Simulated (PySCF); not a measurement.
CH₈Si₂.
Bonds: C1–Si2, Si2–Si3. Hydrogens: H4, H5, H6 on C1; H7, H8 on Si2; H9, H10, H11 on Si3.

The same species was optimised twice, with GFN2-xTB and with PBE0-D3(BJ)/def2-SVP (PySCF), and the same property calculations (PySCF, gas phase) were run on both structures.

| coordinate | GFN2-xTB | PBE0-D3(BJ)/def2-SVP | change |
| --- | --- | --- | --- |
| Si2–Si3 (Å) | 2.311 | 2.346 | +0.035 |
| Si3–H9 (Å) | 1.467 | 1.498 | +0.031 |
| Si3–H11 (Å) | 1.465 | 1.496 | +0.031 |
| Si3–H10 (Å) | 1.467 | 1.498 | +0.031 |
| Si2–H7 (Å) | 1.472 | 1.498 | +0.026 |
| Si2–H8 (Å) | 1.472 | 1.498 | +0.026 |
| C1–Si2 (Å) | 1.902 | 1.885 | -0.017 |
| C1–H4 (Å) | 1.086 | 1.101 | +0.015 |
| C1–H6 (Å) | 1.087 | 1.101 | +0.014 |
| C1–H5 (Å) | 1.087 | 1.101 | +0.014 |
| Si3–Si2–H8 (°) | 112.8 | 109.0 | -3.8 |
| Si3–Si2–H7 (°) | 112.8 | 108.9 | -3.9 |
| C1–Si2–H7 (°) | 107.2 | 110.4 | +3.2 |
| C1–Si2–H8 (°) | 107.2 | 110.4 | +3.2 |
| Si2–Si3–H9 (°) | 112.6 | 110.2 | -2.4 |
| Si2–Si3–H10 (°) | 112.6 | 110.2 | -2.4 |
| H9–Si3–H11 (°) | 106.1 | 108.4 | +2.3 |
| H10–Si3–H11 (°) | 106.2 | 108.4 | +2.2 |

Rotational constants: A = 13205, B = 3233, C = 2801 MHz (GFN2-xTB) against A = 12994, B = 3192, C = 2773 MHz (PBE0-D3(BJ)/def2-SVP). Point groups within 0.08 Å: Cs and Cs. Atoms that the bonding makes alike are paired by their places after alignment.

On the GFN2-xTB structure: lowest singlet, TDDFT (eV) 7.37 [CAM-B3LYP/def2-SVPD]; lowest triplet, Tamm–Dancoff (eV) 6.51 [CAM-B3LYP/def2-SVPD]; isotropic polarisability (au) 71.2 [CAM-B3LYP/def2-SVPD]; HOMO (eV) -9.64 [CAM-B3LYP/def2-SVPD]; LUMO (eV) 0.92 [CAM-B3LYP/def2-SVPD]; dipole (D) 0.65 [CAM-B3LYP/def2-SVPD]; HOMO (eV) -8.42 [PBE0/pcSseg-1]; LUMO (eV) 0.15 [PBE0/pcSseg-1]; dipole (D) 0.66 [PBE0/pcSseg-1]; GIAO shielding of C1 (ppm) 195.7 [PBE0/pcSseg-1]; GIAO shielding of Si2 (ppm) 429.8 [PBE0/pcSseg-1]; GIAO shielding of Si3 (ppm) 467.3 [PBE0/pcSseg-1].

Q: What do these properties become on the PBE0-D3(BJ)/def2-SVP structure?

A: 
```tsv
property	level	on GFN2-xTB	on PBE0-D3(BJ)/def2-SVP	change
lowest singlet, TDDFT (eV)	CAM-B3LYP/def2-SVPD	7.37	7.14	-0.23
lowest triplet, Tamm–Dancoff (eV)	CAM-B3LYP/def2-SVPD	6.51	6.37	-0.14
isotropic polarisability (au)	CAM-B3LYP/def2-SVPD	71.2	73.3	+2.1
HOMO (eV)	CAM-B3LYP/def2-SVPD	-9.64	-9.32	+0.32
LUMO (eV)	CAM-B3LYP/def2-SVPD	0.92	0.95	+0.03
dipole (D)	CAM-B3LYP/def2-SVPD	0.65	0.84	+0.19
energy, GFN2-xTB geometry as zero (kcal/mol)	CAM-B3LYP/def2-SVPD	0.0	-1.6	-1.6
HOMO (eV)	PBE0/pcSseg-1	-8.42	-8.12	+0.30
LUMO (eV)	PBE0/pcSseg-1	0.15	0.27	+0.12
dipole (D)	PBE0/pcSseg-1	0.66	0.85	+0.19
energy, GFN2-xTB geometry as zero (kcal/mol)	PBE0/pcSseg-1	0.0	-1.7	-1.7
GIAO shielding of C1 (ppm)	PBE0/pcSseg-1	195.7	193.5	-2.2
GIAO shielding of Si2 (ppm)	PBE0/pcSseg-1	429.8	423.7	-6.1
GIAO shielding of Si3 (ppm)	PBE0/pcSseg-1	467.3	457.7	-9.6
```

The heavy atoms differ by 0.015 Å rms after alignment. Among all bonds Si2–Si3 changes most (+0.035 Å). Changes are differences of the printed values. Neither structure is proved a minimum here.
